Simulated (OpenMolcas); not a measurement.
## C2H5Al (SMILES C=[CH][AlH2]): the dipole moment, rung by rung

C2H5Al has 8 atoms, charge 0, and is taken as a singlet. SMILES: `C=[CH][AlH2]`. The shape is that of a PBE0-D4/def2-TZVP optimisation.

Each level gives the dipole moment (D). The values are calculated.

| level | kind | program | value (D) | CPU time |
| --- | --- | --- | --- | --- |
| HF/def2-SVPD | Hartree–Fock | OpenMolcas | 0.86 | 11 s |
| SVWN5/def2-SVPD | LDA | OpenMolcas | 0.92 | 32 s |
| PBE/def2-SVPD | GGA | OpenMolcas | 0.93 | 46 s |
| revPBE/def2-SVPD | GGA | OpenMolcas | 0.93 | 44 s |
| M06-L/def2-SVPD | meta-GGA | OpenMolcas | ? | 60 s |
| TPSS/def2-SVPD | meta-GGA | OpenMolcas | ? | 59 s |
| r2SCAN/def2-SVPD | meta-GGA | OpenMolcas | 0.93 | 57 s |
| BHLYP/def2-SVPD | global hybrid | OpenMolcas | 0.83 | 42 s |

Problem. Estimate the missing values from the other rows.

Solution. As computed at these levels: M06-L/def2-SVPD: 0.74 D; TPSS/def2-SVPD: 0.91 D. The values span 0.74 to 0.93 D. Magnitudes only: a small dipole may point the other way at some levels. Times are those of the runs behind each value, whatever else they computed, on shared processors of several kinds: orders of magnitude only.
